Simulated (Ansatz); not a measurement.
Born–Oppenheimer molecular dynamics of HO (2 atoms, charge -1, multiplicity 1). It starts from a relaxed structure.

Level of theory: RKS B3LYP/6-31G* in Ansatz.

```
ensemble                      : NVE (velocity Verlet)
time step                     : 0.25 fs
steps asked                   : 500
starting velocities drawn for : 500 K
seed                          : 641680
```

First frame:

```xyz
2
Properties=species:S:1:pos:R:3
O 0.422 -0.135 0.218
H -0.422 0.135 -0.218
```

(1) What does the run give?

(2) What happens to the structure?

(3) How do temperature and energy run in time?

## Answers

(1) The run went to its last step.

- steps done: 500
- time covered: 125 fs
- mean temperature over the second half: 251 K
- spread of the potential energy over the second half: 3.9 meV per atom
- mean potential energy of the second half above the start: 5.4 meV per atom

The conserved energy stayed within 0.075 meV per atom of its start (net change 0.062 meV per atom), so the integration is sound. Over the second half the temperature averaged 0.50 of the 500 K drawn at the start: a run that starts near a minimum puts about half its kinetic energy into the potential. A run of 0.12 ps of so small a system gives no equilibrium averages. Limits of this set-up: an anion without diffuse functions.

(2) The same pairs are bonded in the first frame and the last. Pairs count as bonded within 1.25 times the sum of covalent radii (0.12 Å more for H–H). The details hang on the random start.

(3) 
```
time (fs)  T (K)  potential energy less start (eV)  conserved less start (meV/atom)
        0    500                             0.000                             0.00
        4    418                             0.004                             0.01
        8    103                             0.017                             0.05
       12      2                             0.022                             0.07
       16    155                             0.015                             0.05
       20    461                             0.002                             0.00
       24    491                             0.000                             0.00
       28    221                             0.012                             0.04
       32     26                             0.021                             0.07
       36     54                             0.019                             0.06
       40    356                             0.006                             0.02
       44    490                             0.000                             0.00
       48    349                             0.007                             0.02
       52    126                             0.016                             0.05
       56      3                             0.022                             0.06
       60    214                             0.012                             0.04
       64    419                             0.003                             0.01
       68    452                             0.002                             0.01
       72    267                             0.010                             0.03
       76     15                             0.021                             0.06
       80     82                             0.018                             0.06
       84    303                             0.009                             0.03
       88    499                             0.000                             0.00
       92    401                             0.004                             0.01
       96     86                             0.018                             0.06
      100      7                             0.021                             0.07
      104    175                             0.014                             0.05
      108    473                             0.001                             0.00
      112    484                             0.001                             0.00
      116    200                             0.013                             0.04
      120     16                             0.021                             0.07
      124     68                             0.019                             0.06
```

Time of the run: 56 s on 1 thread of Arm Neoverse V2, with other jobs on the host, peak memory 0.063 GiB.
